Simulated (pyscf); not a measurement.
Structures and frequencies: ωB97X-D3(BJ)/def2-SVP in PySCF.

Problem. PBE/def2-TZVP puts the barrier of Cl–AlH–Cl + ethylene (H₂C=CH₂) -> H₃C–CH₂–Al(Cl)–Cl (addition across a multiple bond or ene-type step; singlet surface; Al–H broken, Al–C, C–H formed) at 2.0 kcal/mol and the reaction energy at -34.3 kcal/mol, from the separated reactants. What do r²SCAN/def2-TZVP, B3LYP-D3(BJ)/def2-TZVP, ωB97M-D3(BJ)/def2-TZVP give on the same structures?

Solution. r²SCAN: ΔE‡ = 0.1 kcal/mol, ΔE = -36.1 kcal/mol; B3LYP-D3(BJ): ΔE‡ = 5.7 kcal/mol, ΔE = -33.1 kcal/mol; ωB97M-D3(BJ): ΔE‡ = 5.8 kcal/mol, ΔE = -34.6 kcal/mol. PBE's barrier lies among them. Its reaction energy lies among theirs. On the reactant side the descent ends in a bound adduct, 15.0 kcal/mol under the separated species and 17.5 kcal/mol under the saddle at ωB97X-D3(BJ)/def2-TZVP. On the product side the descent ends in a point that may be a rotor saddle (no frequency run), 3.4 kcal/mol over the lowest minimum found and 36.7 kcal/mol under the saddle at ωB97X-D3(BJ)/def2-TZVP. At the saddle there is also a short Al–C contact that neither side keeps. At ωB97X-D3(BJ)/def2-TZVP the barrier from the zero used here is 2.5 kcal/mol. One saddle was located; it need not be the lowest between these sides.
